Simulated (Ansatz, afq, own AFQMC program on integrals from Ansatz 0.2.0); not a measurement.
AlBH2, singlet: AFQMC among the cluster methods

```xyz
4

B     0.0000   -0.2366    1.4274
Al    0.0000    0.1163   -0.5970
H     0.0000    0.3668    2.4614
H     0.0000   -0.9435   -1.7892
```

Connectivity, by distances: BH–AlH.

Basis cc-pVDZ. Only valence electrons are correlated. Integrals, coupled cluster, full CI and functionals: Ansatz 0.2.0; the random walks run on the same integrals in our own AFQMC program. ph-AFQMC/CISD is guided by a CISD state made of CCSD amplitudes; releasing the constraint for a short imaginary time cuts its bias at the price of noise, slowly where states lie close. Free projection: walkers drawn from exp(T), propagated without any constraint. Its projection time is finite, and what remains of the start isn't in its error. ± is one standard error of the sampling.

Determinant: RHF, the one that the program's search chose, which needn't be the lowest solution. The geometry is a point of a scan.

No full CI on the walks' own integrals is used here; CCSDT(Q) serves as the reference and is uncertain by about the last step of the cluster series.

Cautions: higher spins were not checked; restricted determinant unstable towards unrestricted (UHF 637 meV lower, ⟨S²⟩ 0.86); strong correlation (T1 0.026, weight of the determinant 0.83, largest double 0.24); the released energies are still falling, so no released level is given (meV from the phaseless value at times in 1/Eh: -6 ± 15 at 0.24, -13 ± 12 at 0.51, -19 ± 14 at 0.99, -22 ± 10 at 1.62, -53 ± 15 at 2.40), though the last usable value meets CCSDT(Q) within the noise.

* T1 diagnostic: 0.0262
* weight of the determinant in the CISD state: 0.832
* size of the correlated space: 8 electrons in 36 orbitals

| level | correlation energy (eV) |
| --- | --- |
| MP2 | -3.6710 |
| CCSD | -4.7521 |
| CCSD(T) | -4.9549 |

**Question.** Estimate where free-projection AFQMC lies against CCSD(T) on the same integrals.

**Answer.** 1.52 ± 0.45 kcal/mol below CCSD(T).

Reference: CCSDT(Q), correlation energy -5.013 eV.

| level | E − E(reference) (kcal/mol) | share of correlation (%) |
| --- | --- | --- |
| CCSD(T) | 1.33 | 98.85 |
| CCSDT | 0.36 | 99.69 |
| ph-AFQMC/HF | 0.75 ± 1.21 | 99.35 |
| ph-AFQMC/CISD | 1.03 ± 0.29 | 99.11 |
| free AFQMC | -0.19 ± 0.45 | 100.16 |

Free projections are given only where their last times agree within the noise and don't stop above the reference; a slow remainder of the start can still hide under it. A walk keeps the symmetry of its determinant, which the program's search chose and which needn't be the lowest solution, so a lower state of the same spin and another symmetry isn't excluded.
